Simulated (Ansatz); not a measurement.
in.yaml

```yaml
crystal:
  periodic: [false, false, false]
  atoms:
    - {symbol: S, position_ang: [0.000000, 0.000000, 0.000000]}
    - {symbol: Na, position_ang: [0.000000, 0.000000, 9.675000]}
basis:
  gaussian: {orbitals: cc-pVDZ}
total_charge: 1
magnetization: {spin_polarized: true, initial_magnetization: 2}
correlation: {method: ccsdt_q, electrons: outside_noble_gas}
scf: {omitted_lower_state_checks: [cluster_reference]}
```

```sh
$ ansatz run in.yaml --threads 1 --pin off --events-out ev --progress --plain --max-ram 2393MiB
```

Output:

```
these checks for a lower state are left out or cut short: cluster_reference
607 factors; integrals over basis functions are off by at most 8.7e-8 eV
mean field evaluation 1: about -15215.1009 eV, gradient 9.8e0 eV
mean field evaluation 2: about -15215.1363 eV, gradient 9.5e0 eV
mean field evaluation 4: about -15215.7201 eV, gradient 5.7e-1 eV
mean field evaluation 8: about -15215.7291 eV, gradient 6.9e-3 eV
mean field evaluation 16: about -15215.7278 eV, gradient 5.6e-1 eV
mean field evaluation 32: about -15215.7436 eV, gradient 5.5e-4 eV
mean field evaluation 64: about -15215.7367 eV, gradient 6.9e-2 eV
mean field -15215.74359011 eV, -559.1682633353 hartree, gradient 4.4e-9 eV, S^2 2.006928; 7 other end points of the search recorded, 0 dependent functions left out
10 core orbitals not correlated: weight in the atoms' cores, before any rotation towards them, 1.000 or more for the frozen orbitals, at most 0.000 for the correlated occupied ones
reference -15215.74359011 eV, -559.1682633353 hartree; 4, 2 occupied and 22, 24 virtual orbitals, 607 factors
second order -2.27998152 eV of doubles, -0.00000000 eV of singles
cycle   1  -2.67384052 eV  change   -3.9e-1 eV  update   4.1e-2
cycle   2  -2.81939006 eV  change   -1.5e-1 eV  update   1.4e-2
cycle   3  -2.82991620 eV  change   -1.1e-2 eV  update   2.8e-3
cycle   4  -2.82955738 eV  change    3.6e-4 eV  update   6.1e-4
cycle   5  -2.82967017 eV  change   -1.1e-4 eV  update   1.7e-4
cycle   6  -2.82973219 eV  change   -6.2e-5 eV  update   6.7e-5
cycle   7  -2.82975501 eV  change   -2.3e-5 eV  update   3.4e-5
cycle   8  -2.82974992 eV  change    5.1e-6 eV  update   1.6e-5
cycle   9  -2.82974179 eV  change    8.1e-6 eV  update   8.0e-6
cycle  10  -2.82973889 eV  change    2.9e-6 eV  update   4.1e-6
cycle  11  -2.82973875 eV  change    1.4e-7 eV  update   2.5e-6
cycle  12  -2.82973929 eV  change   -5.4e-7 eV  update   1.3e-6
cycle  13  -2.82973999 eV  change   -6.9e-7 eV  update   6.7e-7
cycle  14  -2.82974019 eV  change   -2.1e-7 eV  update   3.8e-7
perturbative correction -0.00276042 eV, -0.0001014437 hartree
Total energy: -15218.57609073 eV, -559.2723558131 hartree
Checks for a lower state left out: cluster_reference
```

Ran on 1 thread of Arm Neoverse V1, shared host: 3.2 s wall, 0.18 GiB peak host memory.
